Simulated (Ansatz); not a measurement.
# C₄H₇NO, SMILES CCOC1=NC1: a geometry optimisation

Program: Ansatz 0.2.0 through its Python package.

The cells in order, each with its output:

**Cell 1**
```python
import itertools

import ansatz as az
from ase.data import atomic_numbers, covalent_radii
import numpy as np
```

**Cell 2**
```python
geometry_ang = [
    ("C", [-2.1485, 0.1692, 0.6222]),
    ("C", [-0.9351, -0.367, -0.1123]),
    ("O", [0.2073, 0.3914, 0.2945]),
    ("C", [1.3155, -0.0046, -0.2949]),
    ("N", [1.7905, -0.8261, -1.1142]),
    ("C", [2.6444, 0.3715, -0.2617]),
    ("H", [-2.009, 0.0913, 1.7055]),
    ("H", [-2.2985, 1.23, 0.3959]),
    ("H", [-3.0499, -0.3828, 0.3416]),
    ("H", [-0.7878, -1.4238, 0.1388]),
    ("H", [-1.0824, -0.2652, -1.1938]),
    ("H", [3.3296, -0.093, 0.4304]),
    ("H", [3.0239, 1.1089, -0.9519]),
]
system = az.Crystal.molecule()
for symbol, xyz in geometry_ang:
    system = system.atom(symbol, xyz)

job = (
    system.calculation()
    .basis(gaussian="cc-pVDZ")
    .functional("pbe0")
)
symbols = [site.symbol for site in system.cartesian_sites]
start = np.array([site.position_ang for site in system.cartesian_sites], dtype=float)
rep = job.relax(force_tolerance=0.005, max_steps=100).run(threads=1).report
end = np.array(rep["positions_ang"])
```

**Cell 3**
```python
print("reference energy %16.6f eV" % rep["reference_energy_ev"])
print("total energy     %16.6f eV" % rep["free_energy_ev"])
print("occupied orbitals outside the frozen core (up, down):", rep["n_occupied"], " frozen:", rep["n_frozen"], " virtual:", rep["n_virtual"])

# pairs closer than 1.2 times the sum of covalent radii, before or after
radius = [covalent_radii[atomic_numbers[s]] for s in symbols]
span = lambda where, i, j: np.linalg.norm(where[i] - where[j])
bonded = [(i, j) for i, j in itertools.combinations(range(len(symbols)), 2) if min(span(start, i, j), span(end, i, j)) < 1.2 * (radius[i] + radius[j])]
print("pair        before    after (A)")
for i, j in bonded:
    print(f"{symbols[i]}{i}-{symbols[j]}{j}".ljust(10), f"{span(start, i, j):8.4f} {span(end, i, j):8.4f}")
for first, second in list(itertools.combinations(bonded, 2)):
    shared = set(first) & set(second)
    if shared and symbols[(j := shared.pop())] != "H":
        i, k = sorted((set(first) | set(second)) - {j})
        u, v = end[i] - end[j], end[k] - end[j]
        angle = np.degrees(np.arccos(np.clip(u @ v / np.linalg.norm(u) / np.linalg.norm(v), -1, 1)))
        print(f"final angle {symbols[i]}{i}-{symbols[j]}{j}-{symbols[k]}{k}: {angle:.2f} deg")
with open("c4h7no_opt.xyz", "w") as handle:
    handle.write(f"{len(symbols)}\nrelaxed C4H7NO\n")
    handle.writelines(f"{s:2s} {x:11.6f} {y:11.6f} {z:11.6f}\n" for s, (x, y, z) in zip(symbols, end))
```
Output:
```text
reference energy     -7788.461331 eV
total energy         -7788.461331 eV
occupied orbitals outside the frozen core (up, down): [23, 23]  frozen: 0  virtual: [96, 96]
pair        before    after (A)
C0-C1        1.5164   1.5049
C0-H6        1.0950   1.0998
C0-H7        1.0950   1.0998
C0-H8        1.0936   1.0998
C1-O2        1.4303   1.4456
C1-H9        1.0962   1.1020
C1-H10       1.0962   1.1020
O2-C3        1.3162   1.3110
C3-N4        1.2537   1.2582
C3-C5        1.3815   1.4298
N4-C5        1.7000   1.5612
C5-H11       1.0790   1.0970
C5-H12       1.0790   1.0970
final angle C1-C0-H6: 110.89 deg
final angle C1-C0-H7: 110.89 deg
final angle C1-C0-H8: 109.85 deg
final angle C0-C1-O2: 107.69 deg
final angle C0-C1-H9: 112.28 deg
final angle C0-C1-H10: 112.28 deg
final angle H6-C0-H7: 108.41 deg
final angle H6-C0-H8: 108.36 deg
final angle H7-C0-H8: 108.36 deg
final angle O2-C1-H9: 108.34 deg
final angle O2-C1-H10: 108.34 deg
final angle C1-O2-C3: 113.10 deg
final angle H9-C1-H10: 107.78 deg
final angle O2-C3-N4: 141.81 deg
final angle O2-C3-C5: 147.50 deg
final angle N4-C3-C5: 70.69 deg
final angle C3-N4-C5: 59.80 deg
final angle C3-C5-N4: 49.51 deg
final angle C3-C5-H11: 120.79 deg
final angle C3-C5-H12: 120.79 deg
final angle N4-C5-H11: 116.62 deg
final angle N4-C5-H12: 116.62 deg
final angle H11-C5-H12: 115.44 deg
```

`c4h7no_opt.xyz`, as written:
```text
13
relaxed C4H7NO
C    -2.179573    0.162011    0.622831
C    -0.962306   -0.354691   -0.095578
O     0.170445    0.431895    0.337887
C     1.295917    0.067986   -0.227415
N     1.767023   -0.758811   -1.050500
C     2.704253    0.278631   -0.355685
H    -2.062144    0.066346    1.712139
H    -2.355754    1.221033    0.384155
H    -3.065615   -0.413873    0.317996
H    -0.758458   -1.412748    0.135420
H    -1.051495   -0.260401   -1.189905
H     3.401510   -0.114045    0.394713
H     3.096198    1.086465   -0.985957
```

What to keep in mind:
- Total energies depend on the basis set; only differences at equal settings carry meaning.
- The end point is the stationary point reached from this start; no frequency run checks that it is a minimum, and the basis set is modest.
- Finished in 63 s on 1 thread of Arm Neoverse V2, on a shared host, peak memory 0.34 GiB.

(Lines on the test bed's own set-up are left out of the output.)
